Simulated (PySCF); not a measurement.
Compound: (CH3)2PPF2, C2H6F2P2.
Numbering: `[CH3:1][P:2]([CH3:3])[P:4]([F:5])[F:6]` (hydrogens: H7, H8, H9 on C1; H10, H11, H12 on C3)

Method: PBE0-D3(BJ)/def2-SVP geometry optimisation, gas phase (PySCF 2.14.0); density fitting, grid level 1; the optimiser is geomeTRIC in internal coordinates, started from a GFN2-xTB structure with every atom displaced at random (about 0.01 Å).

Step 0: E = -26158.2424 eV
```
atom  x, y, z in Å  |  force x, y, z in eV/Å
C1     -0.5336   -1.3629   -0.6886   -1.030   1.612  -0.197
P2     -0.1556   -0.3275    0.8055    0.128  -0.211   0.118
C3      1.5319    0.2332    0.3143    0.480  -0.236   1.303
P4     -1.0923    1.5020    0.0101   -1.560   0.063   0.771
F5     -2.6473    1.1151    0.4317    0.831   0.035  -0.658
F6     -0.8672    2.4542    1.3010    0.437   0.054  -0.192
H7      0.0068   -2.2760   -0.6376    0.672  -1.213   0.051
H8     -0.2800   -0.8197   -1.6232   -0.063  -0.290   0.137
H9     -1.6194   -1.5634   -0.6737    0.160  -0.147  -0.108
H10     1.8637    1.0398    0.9927   -0.076  -0.035  -0.116
H11     1.5859    0.5726   -0.7015    0.121   0.333  -1.009
H12     2.2469   -0.5956    0.4602   -0.101   0.036  -0.100
```

Question: Estimate the geometry and energy of step 1. (The exact step hangs on the optimiser's Hessian estimate; all steps are aligned on step 0, rigid shifts and turns removed.)

Answer: E = -26158.3676 eV, largest force 0.319 eV/Å
```
atom  x, y, z in Å  |  force x, y, z in eV/Å
C1     -0.5850   -1.3057   -0.6711    0.162  -0.262   0.080
P2     -0.1134   -0.2766    0.7980    0.057   0.065   0.025
C3      1.6069    0.2324    0.3215   -0.049  -0.012  -0.242
P4     -1.1312    1.5532    0.0422    0.047  -0.074   0.109
F5     -2.6233    0.9580    0.2678   -0.028   0.149   0.038
F6     -0.9667    2.4507    1.3817   -0.118  -0.064  -0.102
H7     -0.0445   -2.2712   -0.6117   -0.124   0.213  -0.040
H8     -0.3552   -0.8323   -1.6371    0.023   0.010  -0.073
H9     -1.6617   -1.5170   -0.6186   -0.041  -0.020  -0.004
H10     1.9518    1.0329    0.9894    0.008   0.057   0.053
H11     1.6833    0.5743   -0.7279    0.024  -0.025   0.147
H12     2.2787   -0.6270    0.4567    0.038  -0.037   0.009
```

The energy changes by -0.1253 eV. The first-order estimate −F·Δx gives -0.3096 eV and the mean of the old and new forces, exact on a quadratic surface, -0.1330 eV. The step makes an angle of 76° with the force vector and moves no atom by more than 0.228 Å.

The cost below is that of the whole optimisation. The run took 28 s wall on an Arm Neoverse V1 with one thread, shared host, and the process peaked at 0.51 GiB of memory.
